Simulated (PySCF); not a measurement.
Dipole moment and polarisability of difluoroacetylene

Difluoroacetylene, C2F2.
Structure used (GFN2-xTB), in Å, numbered top down from 1:
```xyz
4
C2F2 angstrom
F     -1.7546   -0.0468    0.9378
C     -0.5913    0.0036    0.3960
C      0.5962   -0.0027    0.2371
F      1.7598    0.0507   -0.3042
```

Level: PBE0/def2-SVPD (PySCF), static field, nuclei fixed, core orbitals frozen in the response. The polarisability tensor in these axes (au):

```
x   34.36 -0.04 -2.40
y   -0.04 18.45 -0.02
z   -2.40 -0.02 19.01
```

Question: Diagonalise the tensor; give its mean and Δα, where Δα² is half the sum of the squared differences of the eigenvalues.

Answer: Principal values 18.45, 18.64 and 34.73 au; mean 23.94 au = 3.55 Å³ = 3.95 × 10⁻⁴⁰ C²·m²/J; Δα = 16.19 au (68 % of the mean).

Question: What is the dipole moment?

Answer: 0.00 D at this geometry.

Question: What would n − 1 = 2πNα be for an ideal gas of these molecules at 350 K and 1 atm, electronic part alone?

Answer: N = p/kT = 2.0968 × 10¹⁹ cm⁻³, so n − 1 = 2π × N × 3.55 × 10⁻²⁴ cm³ = 467 × 10⁻⁶ at long wavelengths, for an ideal gas.

Question: In TDDFT the mean static polarisability is Σ f/ω² over all singlet excitations (ω in hartree). How much of it do the 8 lowest give? Their energies (eV) and oscillator strengths: 5.94, 0.0249; 6.54, 0.0676; 7.36, 0.0000; 7.43, 0.0000; 8.12, 0.0164; 8.43, 0.0111; 8.45, 0.0112; 10.12, 0.0000.

Answer: They add up to 2.11 au, 8.8 % of the 23.94 au; the largest single term is 1.17 au, from the state at 6.54 eV. Terms in order: 0.52, 1.17, 0.00, 0.00, 0.18, 0.12, 0.12, 0.00 au. Higher excitations give the rest. The strengths listed sum to 0.131.

Question: What depolarisation ratio follows for Rayleigh scattering of linearly polarised light, taking the static tensor?

Answer: ρ = 3Δα²/(45ᾱ² + 4Δα²) = 786.2/(25791 + 1048.3) = 0.0293.

Question: What are the principal values of the traceless quadrupole moment, Θ = ½Σq(3rr − r²1), about the centre of nuclear charge?

Answer: -0.90, 0.36, 0.54 D·Å. With no charge and no dipole, the values don't depend on the origin. The electronic extent ⟨r²⟩ about the same centre is 285 bohr², a root-mean-square distance of 1.63 Å for the 30 electrons.

Geometry: GFN2-xTB; no solvent, vibrations or thermal averaging.
